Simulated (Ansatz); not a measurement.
Energy needed to pull apart CH₄BN (SMILES BN=C), closed shell, into free ground-state atoms, from the structure below (at a frame of a short PBE0-D4/def2-SVP trajectory); no zero-point or spin–orbit terms; open-shell atoms are treated unrestricted, in their ground-state multiplicity.

B1  (-1.001, 0.140, -0.744)
N2  (0.120, 0.099, 0.000)
C3  (1.150, -0.292, 0.617)
H4  (-2.003, -0.477, -0.355)
H5  (-1.123, 0.868, -1.644)
H6  (1.907, -1.027, 0.168)
H7  (1.528, 0.130, 1.526)
(Å)

Program: Ansatz 0.2.0. Basis: def2-TZVPP. Cores are frozen in the correlated methods.

| method | atomization energy (eV) |
| --- | --- |
| PBE-D4 | 28.37 |
| r2SCAN-D4 | ? |
| PBE0-D4 | 27.64 |
| wB97M-V | ? |
| HF | 19.81 |
| MP2 | 26.98 |
| CCSD | 26.15 |
| CCSD(T) | 26.60 |

**Question.** What does r2SCAN-D4 give? (An estimate is asked for; the value comes from the calculation.)

**Answer.** By the calculation: 27.59 eV, which is about 0.98 eV more than CCSD(T)/def2-TZVPP.

**Question.** What does wB97M-V give? (An estimate is asked for; the value comes from the calculation.)

**Answer.** The calculation gives: 27.60 eV, which is about 1.00 eV more than CCSD(T)/def2-TZVPP.

In triple zeta the MP2 and coupled-cluster atomization energies are still short of their basis limit by a few kcal/mol a bond, whereas those of the functionals are nearly converged, so these differences are not deviations from converged CCSD(T).

T1 diagnostic: at most 0.018. The restricted Hartree–Fock reference is unstable towards an unrestricted one here.

For scale, one of the runs: CCSD(T)/def2-TZVPP forces, 149 basis functions, launched by `ansatz run in.yaml --threads 2 --pin off --events-out ev --progress --plain --max-ram 3481MiB`. Time: 2.1 min of wall clock on 2 CPU threads of an Intel Xeon; the host was shared. Peak host memory: 1.7 GiB.
